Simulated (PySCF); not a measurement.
# FCI/STO-6G run of SiO2 (silicon dioxide molecule)

What is the vertical ionisation energy of SiO2 (silicon dioxide molecule) at FCI/STO-6G? 

Program for the calculation: PySCF 2.14.0.

8 further runs of the same task are left out: 1 that didn't finish, 7 set aside as unsound or not needed.

## (1) The structure to begin with

The species is SiO2 (3 atoms), meant as a singlet with charge 0. SMILES: `O=[Si]=O`. The shape is that of a GFN2-xTB optimisation.

Bond lengths: O1–Si2 1.491 Å, Si2–O3 1.491 Å. Angles: O1–Si2–O3 179.9°.

## (2) A single-point energy at FCI/STO-6G

calc.py reads:

```python
# O=[Si]=O
from pyscf import gto, mcscf
from pyscf import fci

mol = gto.Mole()
mol.atom = 'O 0.691230 1.217290 0.513740; Si -0.000730 0.000440 -0.000160; O -0.690510 -1.217740 -0.513580'
mol.spin = 0
mol.verbose = 4
mol.basis = 'sto-6g'
mol.max_memory = 1860
mol.build()

myscf = mol.RHF()
myscf.conv_tol = 1e-10
myscf.kernel()
if not myscf.converged:
    myscf = myscf.newton().run(myscf.mo_coeff, myscf.mo_occ)

cas = mcscf.CASCI(myscf, myscf.mo_coeff.shape[-1] - 7, (mol.nelec[0] - 7, mol.nelec[1] - 7))  # full CI above the frozen core
cas.fcisolver = fci.direct_spin0.FCI(mol)  # even spin states alone
cas.kernel()
print('<S^2> = %.4f' % cas.fcisolver.spin_square(cas.ci, cas.ncas, cas.nelecas)[0])
e_tot = cas.e_tot
print('E(%s) = %.9f' % ('FCI', e_tot))
```

The run is started by

```sh
$ OMP_NUM_THREADS=1 python calc.py
```

The log of the run:

```text
PySCF version 2.14.0

[INPUT] num. atoms = 3
[INPUT] num. electrons = 30
[INPUT] charge = 0
[INPUT] spin (= nelec alpha-beta = 2S) = 0
[INPUT] symmetry False subgroup None
[INPUT] Mole.unit = angstrom
[INPUT] Symbol           X                Y                Z      unit          X                Y                Z       unit  Magmom
[INPUT]  1 O      0.691230000000   1.217290000000   0.513740000000 AA    1.306235389083   2.300344714172   0.970827899234 Bohr   0.0
[INPUT]  2 Si    -0.000730000000   0.000440000000  -0.000160000000 AA   -0.001379500071   0.000831479495  -0.000302356180 Bohr   0.0
[INPUT]  3 O     -0.690510000000  -1.217740000000  -0.513580000000 AA   -1.304874786273  -2.301195090928  -0.970525543054 Bohr   0.0

nuclear repulsion = 90.84965725506
number of shells = 11
number of NR pGTOs = 114
number of NR cGTOs = 19
basis = sto-6g
ecp = {}

******** <class 'pyscf.scf.hf.RHF'> ********
method = RHF
initial guess = minao
damping factor = 0
level_shift factor = 0
DIIS = <class 'pyscf.scf.diis.CDIIS'>
diis_start_cycle = 1
diis_space = 8
diis_damp = 0
SCF conv_tol = 1e-10
SCF conv_tol_grad = None
SCF max_cycles = 50
direct_scf = True
direct_scf_tol = 1e-13
Set gradient conv threshold to 1e-05
Initial guess from minao.
init E= -436.992563332368
  HOMO = -0.452270187059644  LUMO = -0.0114319009426644  gap/eV = 11.99582
cycle= 1 E= -436.591512598316  delta_E= 0.401  |g|= 0.773  |ddm|= 2.77
  HOMO = -0.150170325065941  LUMO = 0.277660441846047  gap/eV = 11.64187
cycle= 2 E= -436.748418666497  delta_E= -0.157  |g|= 0.515  |ddm|= 1.91
  HOMO = -0.28735573598772  LUMO = 0.283643346837183  gap/eV = 15.53768
cycle= 3 E= -436.840588073373  delta_E= -0.0922  |g|= 0.0182  |ddm|= 0.692
  HOMO = -0.293107363488193  LUMO = 0.293549287529305  gap/eV = 15.96374
cycle= 4 E= -436.840802874808  delta_E= -0.000215  |g|= 0.00502  |ddm|= 0.0532
  HOMO = -0.292015986183115  LUMO = 0.29339808571835  gap/eV = 15.92993
cycle= 5 E= -436.840823864015  delta_E= -2.1e-05  |g|= 0.00202  |ddm|= 0.0143
  HOMO = -0.292138399591618  LUMO = 0.293540939061174  gap/eV = 15.93715
cycle= 6 E= -436.840828486819  delta_E= -4.62e-06  |g|= 0.000327  |ddm|= 0.0101
  HOMO = -0.292166051004894  LUMO = 0.293533665576257  gap/eV = 15.93770
cycle= 7 E= -436.840828519394  delta_E= -3.26e-08  |g|= 0.000176  |ddm|= 0.000691
  HOMO = -0.292182616040231  LUMO = 0.293528131710531  gap/eV = 15.93800
cycle= 8 E= -436.840828530495  delta_E= -1.11e-08  |g|= 1.11e-05  |ddm|= 0.000263
  HOMO = -0.292184218690905  LUMO = 0.293529634844425  gap/eV = 15.93809
cycle= 9 E= -436.840828530535  delta_E= -4e-11  |g|= 1e-06  |ddm|= 1.71e-05
  HOMO = -0.292184278452048  LUMO = 0.293529669976207  gap/eV = 15.93809
Extra cycle  E= -436.840828530536  delta_E= -1.36e-12  |g|= 6.7e-07  |ddm|= 2.89e-06
converged SCF energy = -436.840828530536

******** <class 'pyscf.mcscf.casci.CASCI'> ********
CAS (8e+8e, 12o), ncore = 7, nvir = 0
natorb = False
canonicalization = True
sorting_mo_energy = False
******** <class 'pyscf.fci.direct_spin0.FCISolver'> ********
max. cycles = 100
conv_tol = 1e-10
davidson only = False
linear dependence = 1e-14
level shift = 0.001
max iter space = 12
nroots = 1
pspace_size = 400
spin = None
Density matrix diagonal elements [1.9932539  1.99305059 1.96106694 1.95006747 1.95006741 1.91819954
 1.92048036 1.92048018 0.11388209 0.12972208 0.12951476 0.02021468]
CASCI converged
CASCI E = -437.063493088123  E(CI) = -58.0675628336157  S^2 = 0.0000000
<S^2> = 0.0000
E(FCI) = -437.063493088
```

Run time: 5.4 s. Hardware: 1 thread of Arm Neoverse V1, shared host; peak memory 0.17 GiB.

## (3) The doublet cation

start.xyz reads:

```xyz
3

O      0.691230     1.217290     0.513740
Si    -0.000730     0.000440    -0.000160
O     -0.690510    -1.217740    -0.513580
```

input.py reads:

```python
from pyscf import gto, mcscf

system = gto.M(
    atom='start.xyz',
    verbose=3,
    max_memory=1860,
    charge=1,
    spin=1,
    basis='sto-6g',
)

calc0 = system.ROHF()
calc0.conv_tol = 1e-10
calc0.kernel()
if not calc0.converged:
    calc0 = calc0.newton().run(calc0.mo_coeff, calc0.mo_occ)

cas = mcscf.CASCI(calc0, calc0.mo_coeff.shape[-1] - 7, (system.nelec[0] - 7, system.nelec[1] - 7))  # full CI above the frozen core
cas.fix_spin_(ss=0.75)
cas.kernel()
etot = cas.e_tot
print('E = %.10f Eh' % etot)
```

The run is started by

```sh
$ OMP_NUM_THREADS=1 python input.py
```

The log of the run:

```text
converged SCF energy = -436.583673131218
CASCI E = -436.831482188200  E(CI) = -57.8320884722733  S^2 = 0.7500000
E = -436.8314821882 Eh
```

It took 13 s on 1 thread of Arm Neoverse V1, shared host; peak memory 0.2 GiB.

## (4) Results

Level: FCI/STO-6G, 7 core orbitals frozen.

| quantity | value |
| --- | --- |
| singlet SiO2: total energy | -437.06349 Eh |
| singlet SiO2: dipole moment (Hartree–Fock density) | 0.01 D |
| singlet SiO2: HOMO energy (Hartree–Fock orbitals) | -7.95 eV |
| singlet SiO2: LUMO energy (Hartree–Fock orbitals) | 7.99 eV |
| singlet SiO2: HOMO–LUMO gap (Hartree–Fock orbitals) | 15.94 eV |
| singlet SiO2: correlation energy (7 core orbitals frozen) | -222.7 mEh |
| doublet cation: total energy | -436.83148 Eh |
| doublet cation: correlation energy (7 core orbitals frozen) | -247.8 mEh |
| vertical ionisation energy (to the doublet cation) | 6.313 eV |

Removing an electron at fixed nuclei costs 6.31 eV (146 kcal/mol). In a minimal basis such a difference can be off by several eV, whatever the method. Mulliken charges (singlet SiO2) of the mean-field density run from -0.50 on O1 to +1.01 on Si2; they depend strongly on the basis. Mulliken charges (doublet cation) of the mean-field density run from -0.20 on O1 to +1.40 on Si2; they depend strongly on the basis.
